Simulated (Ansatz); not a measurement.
# Molecular dynamics of CH₄AlS, charge +1

input.yaml

```yaml
crystal:
  periodic: [false, false, false]
  atoms:
    - { symbol: C, position_ang: [-1.407489, 0.132252, -0.577452] }
    - { symbol: S, position_ang: [-0.03378, -0.517163, -1.202172] }
    - { symbol: Al, position_ang: [1.540888, -0.159293, 0.598453] }
    - { symbol: H, position_ang: [-2.321779, 0.112371, -1.186981] }
    - { symbol: H, position_ang: [-1.465008, 0.587495, 0.421998] }
    - { symbol: H, position_ang: [0.73093, 0.570433, 1.746172] }
    - { symbol: H, position_ang: [2.956239, -0.726095, 0.199981] }
total_charge: 1
basis:
  gaussian: { orbitals: "6-31G*" }
hamiltonian:
  xc: pbe
md:
  timestep: 0.5
  n_steps: 166
  ensemble: nvt_nose_hoover
  temperature: 700.0
  initial_velocities: maxwell_boltzmann
  seed: 561626
  nose_hoover: { tau: 20.0, chain_length: 1 }
scf:
  lower_state_search: "off"
```

Run as:

```bash
$ ansatz run input.yaml --threads 1 --pin off --max-ram 2048MiB --backend cpu --events-out ev --progress --plain --runs-dir out
```

It starts from a relaxed structure.

Output, in part (one step line in 6, the closing report, with atoms numbered from 0; the dipole of an ion depends on the origin):

```
md step     0: t =     0.00 fs  T =   700.0 K  F+E_penalty+E_count = -18515.36972540 eV  E_kin = 0.452410 eV  conserved = -18514.91731540 eV  (16 SCF iters)
md step     6: t =     3.00 fs  T =   391.6 K  F+E_penalty+E_count = -18515.16717422 eV  E_kin = 0.253098 eV  conserved = -18514.91483319 eV  (19 SCF iters)
md step    12: t =     6.00 fs  T =   479.1 K  F+E_penalty+E_count = -18515.22058088 eV  E_kin = 0.309612 eV  conserved = -18514.91684146 eV  (19 SCF iters)
md step    18: t =     9.00 fs  T =   347.0 K  F+E_penalty+E_count = -18515.12431744 eV  E_kin = 0.224240 eV  conserved = -18514.91521338 eV  (19 SCF iters)
md step    24: t =    12.00 fs  T =   320.1 K  F+E_penalty+E_count = -18515.09401799 eV  E_kin = 0.206893 eV  conserved = -18514.91576601 eV  (20 SCF iters)
md step    30: t =    15.00 fs  T =   333.1 K  F+E_penalty+E_count = -18515.08775325 eV  E_kin = 0.215297 eV  conserved = -18514.91530985 eV  (20 SCF iters)
md step    36: t =    18.00 fs  T =   468.3 K  F+E_penalty+E_count = -18515.14492855 eV  E_kin = 0.302684 eV  conserved = -18514.91633449 eV  (19 SCF iters)
md step    42: t =    21.00 fs  T =   471.0 K  F+E_penalty+E_count = -18515.11588726 eV  E_kin = 0.304379 eV  conserved = -18514.91586810 eV  (19 SCF iters)
md step    48: t =    24.00 fs  T =   587.2 K  F+E_penalty+E_count = -18515.14010215 eV  E_kin = 0.379500 eV  conserved = -18514.91530934 eV  (19 SCF iters)
md step    54: t =    27.00 fs  T =   604.4 K  F+E_penalty+E_count = -18515.09906469 eV  E_kin = 0.390613 eV  conserved = -18514.91579689 eV  (20 SCF iters)
md step    60: t =    30.00 fs  T =   391.4 K  F+E_penalty+E_count = -18514.90836825 eV  E_kin = 0.252956 eV  conserved = -18514.91300202 eV  (19 SCF iters)
md step    66: t =    33.00 fs  T =   914.9 K  F+E_penalty+E_count = -18515.18379642 eV  E_kin = 0.591297 eV  conserved = -18514.91669116 eV  (19 SCF iters)
md step    72: t =    36.00 fs  T =   735.5 K  F+E_penalty+E_count = -18514.97821266 eV  E_kin = 0.475377 eV  conserved = -18514.91389567 eV  (19 SCF iters)
md step    78: t =    39.00 fs  T =   807.5 K  F+E_penalty+E_count = -18514.95470486 eV  E_kin = 0.521911 eV  conserved = -18514.91576068 eV  (19 SCF iters)
md step    84: t =    42.00 fs  T =   811.8 K  F+E_penalty+E_count = -18514.88314285 eV  E_kin = 0.524698 eV  conserved = -18514.91364724 eV  (19 SCF iters)
md step    90: t =    45.00 fs  T =   899.2 K  F+E_penalty+E_count = -18514.85521797 eV  E_kin = 0.581137 eV  conserved = -18514.91398380 eV  (19 SCF iters)
md step    96: t =    48.00 fs  T =   817.2 K  F+E_penalty+E_count = -18514.73958613 eV  E_kin = 0.528176 eV  conserved = -18514.91252502 eV  (19 SCF iters)
md step   102: t =    51.00 fs  T =  1183.1 K  F+E_penalty+E_count = -18514.89854007 eV  E_kin = 0.764651 eV  conserved = -18514.91516308 eV  (20 SCF iters)
md step   108: t =    54.00 fs  T =  1054.0 K  F+E_penalty+E_count = -18514.75655089 eV  E_kin = 0.681180 eV  conserved = -18514.91500643 eV  (20 SCF iters)
md step   114: t =    57.00 fs  T =   819.4 K  F+E_penalty+E_count = -18514.56056267 eV  E_kin = 0.529564 eV  conserved = -18514.91205156 eV  (19 SCF iters)
md step   120: t =    60.00 fs  T =  1097.4 K  F+E_penalty+E_count = -18514.71016883 eV  E_kin = 0.709234 eV  conserved = -18514.91431913 eV  (20 SCF iters)
md step   126: t =    63.00 fs  T =   555.8 K  F+E_penalty+E_count = -18514.33421488 eV  E_kin = 0.359210 eV  conserved = -18514.91012820 eV  (19 SCF iters)
md step   132: t =    66.00 fs  T =   948.4 K  F+E_penalty+E_count = -18514.57772357 eV  E_kin = 0.612938 eV  conserved = -18514.91473645 eV  (21 SCF iters)
md step   138: t =    69.00 fs  T =  1017.3 K  F+E_penalty+E_count = -18514.60412287 eV  E_kin = 0.657458 eV  conserved = -18514.91185566 eV  (20 SCF iters)
md step   144: t =    72.00 fs  T =  1274.8 K  F+E_penalty+E_count = -18514.77335662 eV  E_kin = 0.823872 eV  conserved = -18514.91475188 eV  (20 SCF iters)
md step   150: t =    75.00 fs  T =   957.7 K  F+E_penalty+E_count = -18514.58510885 eV  E_kin = 0.618978 eV  conserved = -18514.91108534 eV  (21 SCF iters)
md step   156: t =    78.00 fs  T =  1111.8 K  F+E_penalty+E_count = -18514.72630322 eV  E_kin = 0.718542 eV  conserved = -18514.91365219 eV  (19 SCF iters)
md step   162: t =    81.00 fs  T =   888.5 K  F+E_penalty+E_count = -18514.62473072 eV  E_kin = 0.574214 eV  conserved = -18514.91164740 eV  (19 SCF iters)
md step   166: t =    83.00 fs  T =  1198.9 K  F+E_penalty+E_count = -18514.86842438 eV  E_kin = 0.774837 eV  conserved = -18514.91471014 eV  (20 SCF iters)
Total energy: -18514.86846535 eV, -680.4088662731 hartree
Atom 0 at    -1.641586    -0.173383    -0.773618 Å, force     0.237824     0.453345     0.997755 eV/Å
Atom 1 at    -0.038251    -0.319214    -1.134482 Å, force    -0.315160    -0.463024    -0.435641 eV/Å
Atom 2 at     1.641636    -0.214336     0.623928 Å, force     1.260202     0.897998     0.491852 eV/Å
Atom 3 at    -2.420560    -0.504573    -1.494388 Å, force     0.426512     0.290153     0.122041 eV/Å
Atom 4 at    -1.947294     0.292488     0.199179 Å, force    -0.129110    -0.511569    -0.649491 eV/Å
Atom 5 at     2.628020     1.222310     0.571494 Å, force    -1.093996    -1.269512    -0.053710 eV/Å
Atom 6 at     1.875077    -1.646715     1.407506 Å, force    -0.386272     0.602609    -0.472805 eV/Å
Dipole moment:    -0.352965     0.060586     0.278992 e Å
```

The run went to its last step. The conserved energy stayed within 1.2 meV per atom of its start (net change 0.37 meV per atom), so the integration is sound. The mean temperature of the second half is 39 % above the set value. A run of 0.083 ps of so small a system gives no equilibrium averages.

The same pairs are bonded in the first frame and the last. Pairs count as bonded within 1.25 times the sum of covalent radii (0.12 Å more for H–H).

Last frame:

```xyz
7
Properties=species:S:1:pos:R:3
C -1.642 -0.173 -0.774
S -0.038 -0.319 -1.135
Al 1.642 -0.214 0.624
H -2.421 -0.505 -1.494
H -1.947 0.292 0.199
H 2.628 1.222 0.572
H 1.875 -1.647 1.407
```

The run took 3 min on 1 thread of Arm Neoverse V1 (shared host), peak memory 0.088 GiB.
